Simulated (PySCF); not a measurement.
Gas-phase reaction: CHF₂ + CH₂F = CH₃CF₃

Method: PySCF energies (xtb for GFN2) plus ideal-gas RRHO corrections (1 bar). † marks an energy on the PBE0/def2-TZVP geometry and frequencies; other levels use their own. CCSD(T) freezes the core. 6-31G* has spherical d functions here. Open shells (unrestricted): CHF₂ (multiplicity 2), CH₂F (multiplicity 2); the rest are closed-shell singlets. GFN2 has no spin-polarisation term. B3LYP is the form with VWN-RPA correlation. CHF₂, CH₂F: computed as isolated molecules; such fragments, hydroxides, amides, oligomers or adducts are transient or little studied in the gas. CCSD(T) isn't extrapolated to the basis-set limit; its ΔH°(298 K) is -483.7 kJ in def2-SVP and -473.6 kJ in def2-TZVPP. The harmonic model lacks anharmonicity and excited electronic states, which grow with temperature; levels with a mode under 35 cm⁻¹ are left out. Internal rotation in CH₃CF₃ is treated as a harmonic vibration of one conformer, which makes the entropy rough.

```csv
level,"ΔE electronic, kJ","ΔH°(298 K), kJ","ΔS°(298 K), J/K","ΔG°(800 K), kJ"
B3LYP/6-31G*,-489,-472,-205,-308
B3LYP/def2-TZVP†,-454,-438,-206,-273
BLYP/def2-TZVP†,-436,-420,-206,-255
CCSD(T)/def2-TZVPP†,-490,-474,-206,-309
GFN2-xTB,-545,-528,-204,-364
HF/6-31G*,-410,-393,-206,-228
PBE0/def2-QZVP†,-471,-455,-206,-290
LDA/def2-TZVP†,-550,-534,-206,-369
ωB97X-V/def2-TZVP†,-492,-476,-206,-311
```
ΔH° is lowest at LDA/def2-TZVP† and highest at HF/6-31G*. No reference value is set beside these.
